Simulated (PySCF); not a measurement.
Predicted microwave data (B3LYP/def2-SVPD in PySCF (dipole) on a GFN2-xTB geometry, gas phase) for one isomer of C6H10:

```
Rotational constants : A = 7989, B = 2125, C = 1714 MHz
Dipole components    : |μa| = 0.72 D, |μb| = 0.17 D, |μc| = 0.00 D
Inertial defect      : -6.24 u·Å²
κ                    : -0.87
```

Question: Which structure is it? (One computed conformer of each.)
A. `[CH2:1]=[CH:2][CH2:3]/[CH:4]=[CH:5]\[CH3:6]` with C1–C2–C3–C4 -117°, C2–C3–C4–C5 -111°
B. `C1[C@H](C)C12CC2`
C. `[CH3:1][C@H:2]1[CH:3]=[CH:4][CH2:5][CH2:6]1` with C1–C2–C3–C4 133°, C3–C4–C5–C6 -12°, C4–C5–C6–C2 18°, C1–C2–C6–C5 -139°
D. `[CH2:1]=[CH:2]/[C:3]([CH3:4])=[CH:5]/[CH3:6]` with C1–C2–C3–C4 0°

Answer: D. It is C=C/C(C)=C/C, an asymmetric top, point group Cs. The candidates at the same level (rigid rotor, commonest isotopes):

```
        SMILES  A (MHz)  B (MHz)  C (MHz)  μa (D)  μb (D)  μc (D)  Δ (u·Å²)  point group                        rotor
 C[C@H]1C=CCC1     6661     3253     2423    0.01    0.18    0.14    -22.63           C1               asymmetric top
  C=C/C(C)=C/C     7989     2125     1714    0.72    0.17    0.00     -6.24           Cs               asymmetric top
    C=CC/C=C\C    10497     1597     1522    0.45    0.22    0.11    -32.38           C1  near-prolate asymmetric top
C[C@H]1CC12CC2     6555     2816     2445    0.08    0.02    0.07    -49.84           C1               asymmetric top
```

`C=CC/C=C\C` has A 31 % too high; `C[C@H]1C=CCC1` has B 53 % too high; `C[C@H]1CC12CC2` has C 43 % too high. In the right answer the mirror of this Cs structure is the ab plane, so μc vanishes by symmetry. No structure here is proved a minimum.
